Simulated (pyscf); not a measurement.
# Four-centre exchange: HO–Ga (SMILES [OH][Ga]) [singlet] + H₂O (SMILES O) → HO–Ga (SMILES [OH][Ga]) [singlet] + H₂O (SMILES O)

Gas phase, singlet surface, charge 0. Bonds broken: O2–H3, O4–H5. Bonds formed: O2–H5, H3–O4. Optimised with ωB97X-D3(BJ)/def2-SVP in PySCF. MP2 and CC: frozen core, UHF for open shells. ΔMP2 is the change of the MP2 total energy from the triple- to the quadruple-zeta basis.

Transition state (Å):

```xyz
6

Ga     0.5050    -0.1131     2.1339
O     -0.4962    -0.0015     0.6497
H     -1.1151    -0.5710    -0.3272
O     -2.0040    -0.0454    -0.9238
H     -1.4639     0.5197    -0.0231
H     -1.6226     0.3043    -1.7412
```

One imaginary mode, 2237i cm⁻¹; descent along it reached the two sides named, in the forms told below.

| bond | change | reactant side (Å) | saddle | product side |
|---|---|---|---|---|
| O2–H3 | breaks | 0.971 | 1.289 | 3.0 |
| O4–H5 | breaks | 0.966 | 1.193 | 1.901 |
| O2–H5 | forms | 3.0 | 1.289 | 0.971 |
| H3–O4 | forms | 1.900 | 1.193 | 0.966 |

Electronic energies relative to the separated reactants (kJ/mol):

| level | barrier | reaction energy | reverse barrier |
|---|---|---|---|
| ωB97X-D3(BJ)/def2-TZVP | 163.3 | 0.0 | 163.3 |
| PBE/def2-TZVP | 124.8 | 0.0 | 124.8 |
| r²SCAN/def2-TZVP | 138.8 | 0.0 | 138.8 |
| B3LYP-D3(BJ)/def2-TZVP | 153.2 | 0.0 | 153.2 |
| PBE0-D3(BJ)/def2-TZVP | 145.3 | 0.0 | 145.3 |
| M06-2X/def2-TZVP | 155.0 | 0.0 | 155.0 |
| ωB97M-D3(BJ)/def2-TZVP | 159.7 | 0.0 | 159.7 |
| HF/def2-TZVP | 247.1 | 0.0 | 247.1 |
| MP2/def2-QZVPP | 158.3 | 0.0 | 158.3 |
| CCSD/def2-TZVPP | 183.7 | 0.0 | 183.7 |
| CCSD(T)/def2-TZVPP | 168.8 | 0.0 | 168.8 |
| CCSD(T)/def2-TZVPP + ΔMP2(QZVPP) | 171.7 | 0.0 | 171.7 |

With CCSD(T)/def2-TZVPP + ΔMP2(QZVPP) energies and thermal terms (ideal gas, 1 atm, RRHO with modes under 100 cm⁻¹ raised to 100, one conformer, R ln 2 for chiral ones without a mode under 150 cm⁻¹), in kJ/mol:

| T (K) | ΔH‡ | ΔG‡ | ΔH | ΔG |
|---|---|---|---|---|
| 298 | 162.2 | 203.3 | 0.0 | 0.0 |
| 600 | 160.9 | 245.7 | 0.0 | 0.0 |
| 900 | 162.9 | 287.7 | 0.0 | 0.0 |
| 1200 | 166.4 | 328.8 | 0.0 | 0.0 |

On the reactant side the descent ends in a complex (not fully relaxed), 20.8 kJ/mol under the separated species and 184.1 kJ/mol under the saddle at ωB97X-D3(BJ)/def2-TZVP. On the product side the descent ends in a complex, 20.8 kJ/mol under the separated species and 184.1 kJ/mol under the saddle at ωB97X-D3(BJ)/def2-TZVP. The reactants may also form a dative adduct at HO–Ga [singlet]; it and routes through it were not searched. The products may also form a dative adduct at HO–Ga [singlet]; it and routes through it were not searched. One saddle was located; it need not be the lowest between these sides. The CCSD(T) − MP2 part came from Ansatz, without density fitting, on the same reference. The frozen core leaves the outer d or s,p core shells of the metals and heavy elements correlated in the MP2 and CC values, and def2-TZVPP describes them poorly, which can shift differences by a few kcal/mol. Elements up to Kr have no core potential and no relativistic terms here.
